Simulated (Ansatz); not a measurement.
**What each rung costs and misses: atomization of C₂H₃ClO, singlet**

Geometry (MP2(full)/6-31G*, from the G2/97 set):

```xyz
7

C     0.0781    0.5749    0.0000
C     1.5642    0.7674    0.0000
Cl   -0.3741   -1.1670    0.0000
O    -0.7674    1.4260    0.0000
H     1.7792    1.8358    0.0000
H     1.9960    0.2911    0.8827
H     1.9960    0.2911   -0.8827
```

Measured, as an electronic atomization energy: 667.5 kcal/mol (G2/97 heats of formation of molecule and atoms, with zero-point and thermal terms from B3LYP taken off; Curtiss et al., J. Chem. Phys. 106, 1063 (1997), Staroverov et al., J. Chem. Phys. 119, 12129 (2003)). The measured value holds scalar relativity and spin–orbit coupling, which all computed ones lack, and core correlation, which the wave-function levels lack. Atoms are taken at the same level; beside RHF, RMP2 and RCC rows they are unrestricted. Ansatz 0.2.0; the 6-31G* set has Cartesian d functions; a miss is computed less measured; times are wall times on shared hosts and scatter by a factor of two or so.

| level | basis | miss (kcal/mol) | time of the run | hardware |
| --- | --- | --- | --- | --- |
| RHF | cc-pV(D+d)Z | -208.3 | 1.9 s | 1 CPU thread |
| RMP2 | cc-pV(D+d)Z | -33.7 | – | – |
| RCCSD(T) | cc-pV(D+d)Z | -51.4 | 2.8 s | 1 CPU thread |
| RCCSDT(Q) | cc-pV(D+d)Z | -50.5 | 25 s | H100 + 5 CPU threads |
| RHF | cc-pV(T+d)Z | -199.2 | 11 s | 1 CPU thread |
| RMP2 | cc-pV(T+d)Z | 0.5 | – | – |
| RCCSD(T) | cc-pV(T+d)Z | -19.2 | 19 s | H100 + 5 CPU threads |
| RCCSDT(Q) | cc-pV(T+d)Z | -18.9 | 4.4 min | H100 + 5 CPU threads |
| RHF | cc-pV(Q+d)Z | -198.2 | – | – |
| RMP2 | cc-pV(Q+d)Z | 11.9 | – | – |
| RCCSD(T) | cc-pV(Q+d)Z | -8.2 | 17 s | H100 + 5 CPU threads |

HF's time is that of a plain UHF run. A dash: the level came out of a higher level's run.

A composite of the best parts (restricted reference, at this geometry, which isn't the minimum of the high levels):

| part | kcal/mol |
| --- | --- |
| Hartree–Fock limit (T, Q; exp(−5.46 √X)) | 469.59 |
| CCSD(T) correlation limit (T, Q; X⁻³) | 197.32 |
| CCSDT − CCSD(T) (TZ) | -0.85 |
| (Q) (TZ) | 1.13 |
| sum | 667.2 |
| sum less measured | -0.3 |
